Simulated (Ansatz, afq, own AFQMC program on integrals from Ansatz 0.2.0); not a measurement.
Au, doublet in def2-TZVP, levels against CCSDT(Q)

A free Au atom.

Basis def2-TZVP with its core potentials. Only valence electrons are correlated. AFQMC by an in-house program on the Cholesky factors that Ansatz 0.2.0 writes for its CCSD(T) run. The CISD trial takes its coefficients from CCSD amplitudes. Released means that phaseless walkers are propagated on without the constraint, phases kept. Error bars are statistical, one sigma. No spin–orbit coupling. The metal's outer-core s and p shells are frozen, which shifts wave-function levels against functionals.

Determinant: UHF, the one that the program's search chose, which needn't be the lowest solution.

No full CI on the walks' own integrals is used here; CCSDT(Q) serves as the reference and is uncertain by about the last step of the cluster series.

Cautions: no spin-orbit coupling; outer-core shells of the metal frozen.

* T1 diagnostic: 0.0137
* weight of the determinant in the CISD state: 0.927
* ⟨S²⟩ of the determinant: 0.753
* size of the correlated space: 11 electrons in 36 orbitals

```json
{"level": "MP2", "correlation energy (eV)": "-7.5925"}
{"level": "CCSD", "correlation energy (eV)": "-7.2012"}
{"level": "CCSD(T)", "correlation energy (eV)": "-7.3253"}
```

Problem. Estimate where AFQMC with the constraint released lies against CCSD(T) on the same integrals.

Solution. 0.18 ± 0.05 kcal/mol below CCSD(T).

Reference: CCSDT(Q), correlation energy -7.335 eV. The released energy is read at 1.50 1/Eh (meV from the phaseless value at times in 1/Eh: 1.7 ± 2.1 at 0.24, -0.5 ± 1.7 at 0.50, -3.5 ± 2.0 at 1.00, 1.7 ± 2.4 at 1.50).

```
         level  E − E(reference) (kcal/mol)  share of correlation (%)
       CCSD(T)                         0.23                     99.86
         CCSDT                         0.19                     99.89
   ph-AFQMC/HF                 -0.22 ± 0.53                    100.13
 ph-AFQMC/CISD                  0.02 ± 0.07                     99.99
released AFQMC                  0.06 ± 0.05                     99.97
```

A walk keeps the symmetry of its determinant, which the program's search chose and which needn't be the lowest solution, so a lower state of the same spin and another symmetry isn't excluded. Released energies are given only where the last usable release times agree within the noise; a slower fall can still hide under it.
